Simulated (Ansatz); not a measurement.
Ir: from a trial structure to a relaxed crystal

Level of theory: DFT r2SCAN, scalar-relativistic, plane waves, PAW (Ansatz 0.2.0). Cutoff 500 eV, Γ-centred k mesh, Gaussian smearing, no spin polarisation in the final step.

The start puts Ir on the alpha-gallium structure type (Cmce, No. 64), at a guessed volume.

```
CELL_PARAMETERS angstrom
2.07112 -3.51017 0.00000
2.07112 3.51017 0.00000
0.00000 0.00000 4.14776
ATOMIC_POSITIONS crystal
Ir 0.15250 0.84750 0.07850
Ir 0.65250 0.34750 0.42150
Ir 0.84750 0.15250 0.92150
Ir 0.34750 0.65250 0.57850
```

Cell and atoms relax at zero pressure; the relaxation can't lower the symmetry of the start. After a coarse first stage the cell is made exact in the group found at 0.06 Å.

Energies count from the standard state of Ir at the same level.

What does it relax into?

It ends in I4/mmm (No. 139). Conventional cell: a = 2.719 Å, c = 8.508 Å. Ir is coordinated by 1 Ir at 2.45 Å and 8 Ir at 2.64–2.72 Å.

```
Ir
1.0
    -1.35933    1.35933    4.25413
     1.35933   -1.35933    4.25413
     1.35933    1.35933   -4.25413
Ir
2
Direct
  0.85618 0.85618 0.00000
  0.14382 0.14382 0.00000
```

What are its volume, energy, density and gap?

The volume per atom is 15.72 Å³, the density is 20.30 g/cm³ and the energy over the standard structure is 0.39 eV/atom. The gap on the 28×28×28 mesh is 0 eV (a metal).

The final run used a 28×28×28 mesh on its 2-atom cell and 0.10 eV smearing. The k mesh leaves about 4 meV/atom of noise in metals. Spin–orbit coupling is left out. A structure relaxed within its symmetry needn't be a true minimum. The steps took about 12 core-minutes in all.